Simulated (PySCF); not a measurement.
Gas-phase reaction: 3 Si + C3H6 (cyclic) + 3 CH4 → 3 vinylsilane

Method: PySCF energies (xtb for GFN2) plus ideal-gas RRHO corrections (1 bar). † marks an energy on the PBE0/def2-TZVP geometry and frequencies; other levels use their own. CCSD(T) freezes the core. Open shells (unrestricted): Si (multiplicity 3); the rest are closed-shell singlets. GFN2 has no spin-polarisation term. Spin-orbit splitting is ignored; it lowers the true energy and changes the entropy of Si. CCSD(T) isn't extrapolated to the basis-set limit.

GFN2-xTB gives ΔH°(298 K) = -1062 kJ.

### Question
What do PBE0/def2-TZVP, CCSD(T)/def2-SVP†, ωB97X-V/def2-TZVP† give?

### Answer
PBE0/def2-TZVP: -867 kJ; CCSD(T)/def2-SVP†: -791 kJ; ωB97X-V/def2-TZVP†: -945 kJ. For scale, ΔH°(298 K) is -1062 kJ at this level, -924 kJ at ωB97M-V/def2-TZVP†, and runs from -1062 to -572 kJ over the 20 levels computed († marks an energy on the PBE0/def2-TZVP geometry).
